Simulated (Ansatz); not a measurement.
**Structure relaxation of Ir**

All numbers below come from Ansatz, DFT r2SCAN, scalar-relativistic, plane waves, PAW.

Ir was placed on the simple hexagonal structure type (P6/mmm, No. 191), at a guessed volume.

The final relaxation ran on this input, with the default PAW datasets:

```yaml
crystal:
  lattice:
    - [2.6351739606, 0.0, 0.0]
    - [-1.3175869803, 2.2821275933, 0.0]
    - [0.0, 0.0, 2.5832669021]
  atoms:
    - { symbol: Ir, position: [0.0, 0.0, 0.0] }
basis:
  ecutwfc: 500
kpoints:
  mp_grid: { grid: [24, 24, 22] }
hamiltonian:
  xc: r2scan
scf:
  occupations: { method: gaussian, width: 0.1 }
output:
  forces: true
  stress: true
  eigenvalues: true
relax:
  adjacent_minimum: "off"
  f_tol: 0.01
  max_steps: 80
  cell: { stress_tol: 0.05 }
```

It can be run as:

```bash
ansatz run input.yaml --threads 1 --pin off --backend cpu --events-out ev --progress --plain --runs-dir out  # memory cap (--max-ram) not shown
```

The program printed at the end:

```
SCF converged after 4 iterations
Free energy (F): -11948.139881 eV
Harris-Foulkes:  -11948.139881 eV  (|F-HF|=9.09e-12)
Internal energy: -11948.134677 eV  (E = F + TS)
E sigma→0 (E₀):  -11948.137279 eV
Entropy (-TS):   -0.005204 eV (-5.204 meV/atom)
Fermi energy:    22.315694 eV
--- Per-component energies (eV) ---
  E_band       = -143.950018
  E_kinetic    = 622.806445
  E_local      = -1228.261449  (includes V_loc(G=0)·N_el)
  E_nonlocal   = 75.137101
  E_hartree    = 469.184830
  E_xc         = -254.763521
  E_vxc        = -332.504176  (∫ρ·V_xc dr)
  E_paw        = -9249.993522  (= ΣΔE_a)
  E_vpaw       = -240.178757  (= ΣTr[D̂ρ^β])
  E_aug_tail   = -0.000019  (compensation charges beyond the density's cutoff)
  E_vtau       = 20.681132  (kinetic-family band-sum trace: ∫τ·v_τ [+ j·A + Jᵃ·Aᵃ] dr)
  E_ewald      = -2381.927649
  E_core_change = -0.316894  (= ΣΔE_core)
  E_smearing   = -0.005204  (= −TS)
  E_closure    = 0.000000  (closes the sum)
  Σ components = -11948.139881   (vs F -11948.139881, Δ=0.00e0)
--- Forces (eV/Å), atoms counted from 1 ---
  atom   1  Ir     0.00000000     0.00000000     0.00000000
  max |Σ_I F_I| component: 1.03e-33 eV/Å
--- Stress (GPa, compression-positive) ---
        0.001243       0.000000       0.000000
        0.000000       0.001243       0.000000
        0.000000       0.000000      -0.001232
  P = ⅓ Tr σ = 0.0004 GPa (0.004 kbar)
--- Relaxed structure (4 steps of the walk, 3 accepted, 1 SCFs on fresh bases) ---
  F+E_penalty+E_count = -11948.13988113 eV   max|allowed force component| = 0.000e0 eV/Å   (the final SCF, on the basis selected at the relaxed cell)
  cell:  # Å, volume = 15.5639 Å³
    - [2.638764, 0.0, 0.0]
    - [-1.319382, 2.285236, 0.0]
    - [0.0, 0.0, 2.580998]
  atoms:
    - { symbol: Ir, position: [0.0, 0.0, 0.0] }
```

Absolute energies hang on the potentials; compare differences alone.

The result has space group P6/mmm (No. 191). Ir is coordinated by 8 Ir at 2.58–2.64 Å.

It lies 0.59 eV/atom above the element's standard state at the same level.

The k mesh leaves about 4 meV/atom of noise in metals. Spin–orbit coupling is left out.

Symmetry constrained the relaxation, so the result can be a saddle point.